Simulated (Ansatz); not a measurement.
**CHBN− (SMILES B1=C[N-]1): functionals against CCSD(T) at one geometry**

An exercise on one series of results from a longer session: the logs are not shown, and one member is left open.

Program: Ansatz 0.2.0, Gaussian basis. Level of theory: single points in def2-TZVPPD. These are calculated values, not measurements.

Correlated methods freeze the cores.

## The system as given

4 atoms, charge -1, spin multiplicity 1.

Atoms are counted from 1 here; the program's logs count them from 0.

Bond lengths: B1–C2 1.529 Å, B1–N3 1.550 Å, C2–N3 1.279 Å, C2–H4 1.146 Å. Angles: C2–B1–N3 49.1°, B1–C2–N3 66.3°, B1–C2–H4 166.0°, N3–C2–H4 127.7°, B1–N3–C2 64.6°.

As a file:

```
atom    x (Å)    y (Å)    z (Å)
  B1  -1.1970  -0.4790   0.2964
  C2   0.0646   0.3136  -0.0491
  N3   0.2711  -0.9389   0.1038
  H4   0.8343   1.1250  -0.2978
```

Set-up of the first run:

run/in.yaml

```yaml
crystal:
  periodic: [false, false, false]
  atoms:
    - {symbol: B, position_ang: [-1.197000, -0.479000, 0.296400]}
    - {symbol: C, position_ang: [0.064600, 0.313600, -0.049100]}
    - {symbol: N, position_ang: [0.271100, -0.938900, 0.103800]}
    - {symbol: H, position_ang: [0.834300, 1.125000, -0.297800]}
basis:
  gaussian: {orbitals: "def2-TZVPPD.json"}
total_charge: -1
correlation: {method: ccsd_t}
output: {forces: true}
```

The basis file named in the input lies beside it (Basis Set Exchange, JSON).

No record of the launch command was kept for these runs.

Among the steps run: CCSD(T)/def2-TZVPPD; PBE0-D4/def2-TZVPPD; wB97M-V/def2-TZVPPD; r2SCAN-D4/def2-TZVPPD; PBE-D4/def2-TZVPPD; BLYP-D4/def2-TZVPPD; revPBE-D4/def2-TZVPPD.

One table of the session follows, with a row left open; its other results are not shown here.

| method | RMS force component (eV/Å) | angle to CCSD(T) forces (°) |
| --- | --- | --- |
| CCSD(T) | 0.750 | reference |
| PBE0-D4 | 0.513 | 39.8 |
| wB97M-V | 0.561 | 37.4 |
| r2SCAN-D4 | 0.488 | 23.7 |
| PBE-D4 | 0.576 | 8.2 |
| BLYP-D4 | 0.584 | 5.2 |
| revPBE-D4 | ? | ? |

**Question.** Estimate the row for revPBE-D4.

The run gave: RMS force component (eV/Å): 0.663; angle to CCSD(T) forces (°): 10.9. In the column «RMS force component (eV/Å)» it lies between BLYP-D4 (0.584) and CCSD(T) (0.750).

Limits of these values: The anion's highest level is positive in at least one run, so there the basis alone may hold the extra electron.
